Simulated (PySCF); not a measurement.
**Electron affinity of P by level of theory**

P⁻ [Ne] 3s2 3p4 (3P) → P [Ne] 3s2 3p3 (4S), as a difference of total energies. Calculation: PySCF 2.14, in x2c-QZVPPall with one added diffuse shell each of s, p, d, f type (10s7p5d3f1g, 86 functions); the spin-free X2C one-electron Hamiltonian (Gaussian nucleus). Correlated levels: valence: [Ne] frozen; valence and next inner shell: 1s2 frozen. The calculations carry no spin-orbit coupling.

| method | electron affinity (eV) |
| --- | --- |
| UHF | -0.336 |
| LDA | 1.027 |
| PBE | 0.874 |
| PBE0 | 0.773 |
| r2SCAN | 0.771 |
| wB97X-V | 0.828 |
| B2PLYP | 0.754 |
| LC-wPBE | 0.741 |
| B3LYP | 0.951 |
| MP2 (valence) | 0.509 |
| SCS-MP2 (valence) | 0.593 |
| MP2 (valence and next inner shell) | 0.498 |
| SCS-MP2 (valence and next inner shell) | 0.581 |

A first-order spin-orbit estimate (lowest level to lowest level, LS coupling) adds 0.012 eV.

Errors of the correlated levels include the incompleteness of this basis and the frozen core.

A negative affinity means that the anion lies above the atom at that level of theory.

In the anion the highest occupied orbital energy is positive at LDA, PBE, PBE0, r2SCAN, B2PLYP, B3LYP, a self-interaction effect; the basis confines that electron, and the energy difference can still be sensible.

For comparison: 0.747 eV (measured; photodetachment measurements, as compiled on the Wikipedia data page of electron affinities).
